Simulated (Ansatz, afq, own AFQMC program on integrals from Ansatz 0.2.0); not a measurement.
**Rh, quartet → Rh⁺, triplet**

A free Rh atom.

E(triplet, charge +1) − E(quartet, charge +0) at this geometry, on UHF and UHF determinants.

Basis def2-TZVPP with its core potentials. Only valence electrons are correlated. AFQMC by an in-house program on the Cholesky factors that Ansatz 0.2.0 writes for its CCSD(T) run. The CISD trial takes its coefficients from CCSD amplitudes. Released means that phaseless walkers are propagated on without the constraint, phases kept. Uncertainties: one standard error, sampling alone. No spin–orbit coupling. The metal's outer-core s and p shells are frozen, which shifts wave-function levels against functionals. The errors of all members are added in quadrature.

No full CI on the walks' own integrals is used here; CCSDT(Q) serves as the reference and is uncertain by about the last step of the cluster series. Each member takes its own surest rung, up to full CI.

Errors are counted within def2-TZVPP, not against nature.

Cautions: no spin-orbit coupling; outer-core shells of the metal frozen; Rh (quartet): the released energies move by 1.5 errors or more from one time to the next, so no released level is given (meV from the phaseless value at times in 1/Eh: -6.1 ± 2.2 at 0.60, -11.2 ± 2.2 at 1.20, -7 ± 3 at 2.00, -16 ± 5 at 3.00, -8 ± 8 at 4.20), though the last usable value meets CCSDT(Q) within the noise.

Reference (CCSDT(Q)): 164.8 kcal/mol.

| level | vertical ionization energy (kcal/mol) | error against CCSDT(Q) (kcal/mol) |
| --- | --- | --- |
| HF | 145.5 | -19.3 |
| MP2 | 165.1 | 0.3 |
| CCSD | 163.4 | -1.4 |
| CCSD(T) | 164.8 | 0.0 |
| CCSDT | 164.7 | 0.0 |
| ph-AFQMC/HF | 163.6 ± 0.5 | -1.2 ± 0.5 |
| ph-AFQMC/CISD | 164.7 ± 0.08 | -0.1 ± 0.08 |

Correlation beyond CCSD(T) changes it by less than 2 meV. The perturbative (T) step is worth +1.4 kcal/mol.
